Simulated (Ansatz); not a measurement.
Relaxation of C3H6N2O (12 atoms, charge 0, multiplicity 1), to a largest force component of 0.02 eV/Å in at most 40 steps.

The calculation used Ansatz 0.2.0, RKS PBE0-D4/STO-3G.

```xyz
12
Properties=species:S:1:pos:R:3
C -0.420 -1.039 0.994
N 0.420 -0.071 0.331
C 0.907 -0.355 -0.979
N 0.503 0.965 -1.363
C -0.048 1.068 -0.202
O -0.801 2.005 0.386
H 0.085 -1.925 1.214
H -1.297 -1.216 0.350
H -0.825 -0.558 1.969
H 2.031 -0.440 -0.964
H 0.451 -1.194 -1.459
H -0.930 2.705 -0.243
```

Task: Where does it end, and by what steps?

Result: The run converged. Limits of this set-up: minimal basis. After 9 steps the energy has fallen by 1.474 eV; N2 moved furthest, 0.15 Å.

```csv
step,energy less start (eV),largest force component (eV/Å),accepted
0,0.0000,6.761,yes
1,-1.3043,2.060,yes
2,-1.4332,0.532,yes
3,-1.4554,0.381,yes
4,-1.4657,0.202,yes
5,-1.4628,0.413,no
6,-1.4725,0.048,yes
7,-1.4734,0.025,yes
8,-1.4734,0.071,yes
9,-1.4735,0.018,yes
```

```xyz
12
Properties=species:S:1:pos:R:3
C -0.473 -1.052 1.031
N 0.510 -0.074 0.446
C 0.975 -0.355 -0.994
N 0.441 1.024 -1.445
C -0.053 1.113 -0.196
O -0.801 2.079 0.446
H 0.076 -1.958 1.330
H -1.281 -1.337 0.332
H -0.919 -0.595 1.927
H 2.071 -0.475 -1.083
H 0.447 -1.202 -1.472
H -0.916 2.778 -0.288
```

The run took 22 s on 1 thread of Arm Neoverse V1 (shared host), peak memory 0.12 GiB.
